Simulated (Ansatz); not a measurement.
**Worked example: vertical energy of the singlet above the triplet of O2 (oxygen)**

O2 has 2 atoms, charge 0, and is taken as a triplet. SMILES: `O=O`. The shape is that of a GFN2-xTB optimisation.

```csv
atom,x (Å),y (Å),z (Å)
O,0.5169,-0.1672,0.2662
O,-0.5169,0.1672,-0.2662
```

Both states at this one shape; open shells run unrestricted unless said. 1 Eh = 27.2114 eV.

```tsv
level	program	triplet O2 (Eh)	singlet O2 (Eh)
UHF/STO-3G	Ansatz	-147.635567	-147.551254
U-r2SCAN0/STO-3G	Ansatz	-148.226882	-148.148223
UCAM-B3LYP/STO-3G	Ansatz	-148.216485	-148.147519
```

**Question.** Work out the vertical gap, second state less first, at each level.

**Answer.** 
1. UHF/STO-3G: -147.551254 − (-147.635567) = 0.084313 Eh = 2.29 eV.
2. U-r2SCAN0/STO-3G: -148.148223 − (-148.226882) = 0.078659 Eh = 2.14 eV.
3. UCAM-B3LYP/STO-3G: -148.147519 − (-148.216485) = 0.068966 Eh = 1.88 eV.

No measured value is set beside it here; the levels span 1.88 to 2.29 eV. Hartree–Fock favours the state with fewer electron pairs, since it lacks pair correlation. Minimal sets are far from the basis-set limit.
